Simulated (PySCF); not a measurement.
## A ladder of Hamiltonians for Mg (magnesium, neutral)

Occupied: 1s1/2, 2s1/2, 2p1/2, 2p3/2, 3s1/2. Hartree-Fock calculated with PySCF 2.14 in an uncontracted even-tempered set (19 s from 0.02 bohr⁻², ratio 2.7; 13 p from 0.024 bohr⁻², ratio 2.7), Gaussian nucleus throughout. NR is non-relativistic, sf-X2C the spin-free one-electron X2C Hamiltonian, X2C adds the bare one-electron spin-orbit term, X2C-SNSO screens it by Boettger's factors, DC is four-component Dirac-Coulomb, and the Gaunt and Breit terms are added at first order (total energies over the DC spinors, levels after relaxing the spinors in that mean field). QED terms are absent.

| Hamiltonian | E (hartree) | E − E(DC) (hartree) | CPU seconds |
| --- | --- | --- | --- |
| NR | -199.6129 | 0.3205 | 0.38 |
| sf-X2C | -199.9202 | 0.0132 | 0.15 |
| X2C | -199.9203 | 0.0131 | 0.24 |
| X2C-SNSO | -199.9203 | 0.0131 | 0.24 |
| DC | -199.9334 | 0.0000 | 8.9 |
| DC+Gaunt | -199.8995 | 0.0339 | 28 |
| DC+Breit | -199.9015 | 0.0318 | 83 |

```json
{"level (eV)": "1s1/2", "NR": "-1334.2", "sf-X2C": "-1336.5", "X2C": "-1336.5", "X2C-SNSO": "-1336.5", "DC": "-1336.8", "DC+Gaunt": "-1336.2", "DC+Breit": "-1336.2"}
{"level (eV)": "2s1/2", "NR": "-102.53", "sf-X2C": "-102.85", "X2C": "-102.85", "X2C-SNSO": "-102.85", "DC": "-102.87", "DC+Gaunt": "-102.85", "DC+Breit": "-102.85"}
{"level (eV)": "2p1/2", "NR": "-62.107", "sf-X2C": "-62.061", "X2C": "-62.319", "X2C-SNSO": "-62.276", "DC": "-62.272", "DC+Gaunt": "-62.238", "DC+Breit": "-62.242"}
{"level (eV)": "2p3/2", "NR": "-62.107", "sf-X2C": "-62.061", "X2C": "-61.932", "X2C-SNSO": "-61.954", "DC": "-61.958", "DC+Gaunt": "-61.943", "DC+Breit": "-61.947"}
{"level (eV)": "3s1/2", "NR": "-6.886", "sf-X2C": "-6.896", "X2C": "-6.896", "X2C-SNSO": "-6.896", "DC": "-6.897", "DC+Gaunt": "-6.896", "DC+Breit": "-6.896"}
```

```
interval (eV)     X2C  X2C-SNSO      DC  DC+Gaunt  DC+Breit
2p3/2 − 2p1/2  0.3864    0.3218  0.3148    0.2949    0.2949
```

Weight of the small component: 1s1/2 0.00179, 2s1/2 0.000233, 2p1/2 0.000207, 2p3/2 0.000206, 3s1/2 1.43e-05.

Koopmans' value for the highest occupied level at DC+Breit: 6.896 eV, against an ionisation energy of 7.646 eV (measured; NIST Atomic Spectra Database, ionization energies); the former lacks relaxation, correlation, QED and recoil.

The whole ladder took 130 s of wall time on 1 thread of Intel(R) Xeon(R) Platinum 8375C CPU @ 2.90GHz (shared host), launched as `OMP_NUM_THREADS=1 python relrun2.py TASK.json OUT` (a driver that calls PySCF for each Hamiltonian).

Dirac-Coulomb iterations, started from the X2C spinors:

```
with_ssss True, with_gaunt False, with_breit False
light speed = 137.03599967994
init E= -199.915519154276
cycle= 1 E= -199.933350627474  delta_E= -0.0178  |g|= 0.0166  |ddm|= 0.00327
cycle= 2 E= -199.933351136812  delta_E= -5.09e-07  |g|= 0.000634  |ddm|= 0.000698
cycle= 3 E= -199.933351171778  delta_E= -3.5e-08  |g|= 0.000207  |ddm|= 0.000253
cycle= 4 E= -199.933351176016  delta_E= -4.24e-09  |g|= 1.46e-06  |ddm|= 6.33e-05
cycle= 5 E= -199.933351176014  delta_E= 2.61e-12  |g|= 3.18e-07  |ddm|= 3.47e-06
```
